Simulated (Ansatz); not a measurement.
Results of rVV10 (Ansatz, a first-principles code, plane waves, PAW) for rhombohedral A7 As.

Run with plane-wave cutoff 500 eV, 12×12×12 k mesh, Fermi–Dirac smearing 0.05 eV, scalar-relativistic PAW data made under PBE.

Computed at the level's own relaxed cell.

Estimate the equilibrium volume per atom, equilibrium lattice constant a and lattice parameter c that the calculation returns.


* **equilibrium volume per atom**: 23.82 Å³/atom
* **equilibrium lattice constant a**: 3.838 Å
* **lattice parameter c**: 11.202 Å

Measured, for comparison: lattice constant a 3.760 Å, lattice parameter c 10.441 Å (4 K, zero-point motion not removed; as tabulated in Schiferl, Barrett, J. Appl. Cryst. 2, 30 (1969), as in the American …). Computed (rounded) less measured: lattice constant a +2.1 %, lattice parameter c +7.3 %.

Cost on a shared machine: about 90 core-seconds (a rough figure).
